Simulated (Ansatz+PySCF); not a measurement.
The numbers below are computed, except where a source is named.
Several solutions for doublet NO

```yaml
atoms:
  - { symbol: N, position_ang: [0.0000, 0.0000, -0.9139] }
  - { symbol: O, position_ang: [0.0000, 0.0000, 0.7997] }
```

Basis set: cc-pVDZ (spherical functions). Charge 0, multiplicity 2.

ωB97X (unrestricted) was run from several starts with Ansatz (development build ahead of 0.2.0) and PySCF 2.14.0.

```json
{"run": "A", "program": "Ansatz", "start": "atomic start, no search", "converged": "yes", "energy (hartree)": "-129.64290", "<S²>": "0.77"}
{"run": "B", "program": "PySCF", "start": "guess minao, instabilities followed", "converged": "yes", "energy (hartree)": "-129.66557", "<S²>": "1.57"}
{"run": "C", "program": "PySCF", "start": "program defaults", "converged": "yes", "energy (hartree)": "-129.64290", "<S²>": "0.77"}
{"run": "D", "program": "Ansatz", "start": "stability test followed", "converged": "yes", "energy (hartree)": "-129.68990", "<S²>": "1.71"}
{"run": "E", "program": "Ansatz", "start": "search for the lowest state", "converged": "yes", "energy (hartree)": "-129.68990", "<S²>": "1.71"}
```

Task: Which runs reached the lowest solution of this kind, and what is wrong with the others?

Result: D, E reached the lowest solution found. Converged but too high: A by 1.28 eV, B by 0.66 eV, C by 1.28 eV. Convergence only shows a stationary point, and even a stable one can lie too high; stability tests and further starts are what find lower ones. Caution: the unrestricted determinant is a mixture of spin states.
